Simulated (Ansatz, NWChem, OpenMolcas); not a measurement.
Worked example: C4H6 → C4H4 + H2

Gas-phase species: C4H6 (1,2-butadiene) `C=C=CC`, singlet; C4H4 `C#CC=C`, singlet; H2 (hydrogen), singlet. This is a balance of energies; it says nothing on the path, which may need atoms to shift.

Shapes, held fixed at every level: PBE0-D4/def2-TZVP. Programs: Ansatz 0.2.0, NWChem 7.3.0, OpenMolcas 26.06. A level may come from different programs for different species; with the same settings they agree closely. The zero-point and thermal change to 298 K, harmonic and unscaled (PBE0-D4/def2-TZVP), is -26.2 kJ/mol.

At PBE0/def2-SVP; 1 Eh = 2625.50 kJ/mol:

```
species  energy (Eh)
   C4H6  -155.662904
   C4H4  -154.424620
     H2    -1.163616
```

Problem. Work out ΔH(298 K) of the reaction at this level.

Solution. 
1. Products less reactants: (-154.424620) + (-1.163616) − [(-155.662904)] = 0.074668 Eh = +196.0 kJ/mol.
2. With the thermal change: +196.0 + (-26.2) = +169.8 kJ/mol.

Other levels give +138.4 (HF/3-21G) to +202.5 kJ/mol (HF/STO-3G). No measured value is set beside it here. PBE0/def2-SVP lies outside the range of the other correlated levels here, so it shouldn't be taken on trust. The median of the other correlated levels is +148.4 kJ/mol.
